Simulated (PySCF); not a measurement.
**Electron affinity of O by level of theory**

O⁻ [He] 2s2 2p5 (2P) → O [He] 2s2 2p4 (3P), as a difference of total energies. Computed with PySCF 2.14 in aug-cc-pVQZ-DK, with scalar relativity by spin-free X2C-1e. Correlated levels: valence: 1s2 frozen. The calculations carry no spin-orbit coupling.

| method | electron affinity (eV) |
| --- | --- |
| UHF | -0.580 |
| MP2 (valence) | 1.486 |
| SCS-MP2 (valence) | 1.464 |
| CCSD (valence) | 1.235 |
| CCSD(T) (valence) | 1.393 |

Errors of the correlated levels include the incompleteness of this basis and the frozen core.

A negative affinity means that the anion lies above the atom at that level of theory.

For comparison: 1.461 eV (measured; photodetachment measurements, as compiled on the Wikipedia data page of electron affinities).
